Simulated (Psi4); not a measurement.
Psi4 input (wB97X-D/6-31G*):

```
memory 1500 MB

molecule {
1 1
O    -0.12772971   -0.12310551    1.32424015
C    -0.00559836   -0.01303083    0.05921981
C     0.07681222    1.30130937   -0.59224654
C     0.05130217   -1.27018044   -0.69032725
H    -0.25717763    2.12014548    0.04404421
H     0.28337974   -2.11713039   -0.04931489
H    -0.47151742    1.29428595   -1.53586417
H     1.13164237    1.46417555   -0.85506132
H     0.74230290   -1.18907807   -1.53062019
H    -0.94637008   -1.42304853   -1.12830401
H    -0.19551848    0.72690564    1.80132319
symmetry c1
no_reorient
no_com
}

set {
  basis 6-31G*
  reference rks
  scf_type pk
  dft_radial_points 99
  dft_spherical_points 590
  e_convergence 1e-8
  d_convergence 1e-7
  maxiter 150
}

e = energy('wb97x-d')
print_out(f'\nFINAL {e:.10f} DIPOLE {variable("CURRENT DIPOLE")[0]:.6f} {variable("CURRENT DIPOLE")[1]:.6f} {variable("CURRENT DIPOLE")[2]:.6f}\n')
```

From the last part of the output:

```
    One-Electron Energy =                -508.3099592852137221
    Two-Electron Energy =                 204.6052387978639615
    DFT Exchange-Correlation Energy =     -18.6369848307308104
    Empirical Dispersion Energy =          -0.0035998171882323
    VV10 Nonlocal Energy =                  0.0000000000000000
    Total Energy =                       -193.4178896313848952

Computation Completed

Properties will be evaluated at   0.000000,   0.000000,   0.000000 [a0]

Properties computed using the SCF density matrix

 Multipole Moments:

 ------------------------------------------------------------------------------------
     Multipole            Electronic (a.u.)      Nuclear  (a.u.)        Total (a.u.)
 ------------------------------------------------------------------------------------

 L = 1.  Multiply by 2.5417464519 to convert [e a0] to [Debye]
 Dipole X            :         -0.0118406           -0.0000002           -0.0118408
 Dipole Y            :          0.6380529            0.0000003            0.6380532
 Dipole Z            :         -0.0767112            0.0000003           -0.0767109
 Magnitude           :                                                    0.6427571

 ------------------------------------------------------------------------------------

FINAL -193.4178896314 DIPOLE -0.011841 0.638053 -0.076711

*** Psi4 exiting successfully. Buy a developer a beer!
```

The dipole moment of an ion depends on the origin.
